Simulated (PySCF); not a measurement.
# Mayer bond orders and bond lengths

Species: C3H3ClN2.
Numbering: `[Cl:1][c:2]1[cH:3][nH:4][cH:5][n:6]1` (hydrogens: H7 on C3; H8 on N4; H9 on C5)

Bond orders from the PBE0/pcSseg-1 density (PySCF). Isolated species at its GFN2-xTB geometry, gas phase.

(1) How far do the computed orders between heavy atoms stray from the drawn ones?

(2) Set the Mayer orders of the bonds beside their lengths.

Results:

(1) The largest departure is 0.374, at C3–N4 (drawn aromatic, 1.126), counting aromatic bonds as 1.5. The bonds drawn aromatic range from 1.13 to 1.60.

(2) 
```
  bond  drawn as  length (Å)  Mayer order
Cl1–C2    single       1.700        1.038
 C2–C3  aromatic       1.370        1.465
 C3–N4  aromatic       1.367        1.126
 N4–C5  aromatic       1.352        1.191
 C5–N6  aromatic       1.303        1.597
 N6–C2  aromatic       1.355        1.342
 C3–H7    single       1.068        0.978
 N4–H8    single       1.007        0.926
 C5–H9    single       1.071        0.970
```

Bonds between the same two heavy elements. C–N: lowest C3–N4 (1.126, 1.367 Å), highest C5–N6 (1.597, 1.303 Å).

Q: Sum the orders of all bonds at each heavy atom with more than one neighbour and set the sums beside the valence in the SMILES.

A: C2 3.845 (drawn 4), C3 3.569 (drawn 4), N4 3.243 (drawn 3), C5 3.758 (drawn 4), N6 2.939 (drawn 3). Orders between atoms that aren't bonded are not in these sums.

The Mayer order sums products of elements of PS (density times overlap matrix) between the two atoms' basis functions, so it depends on the basis set.
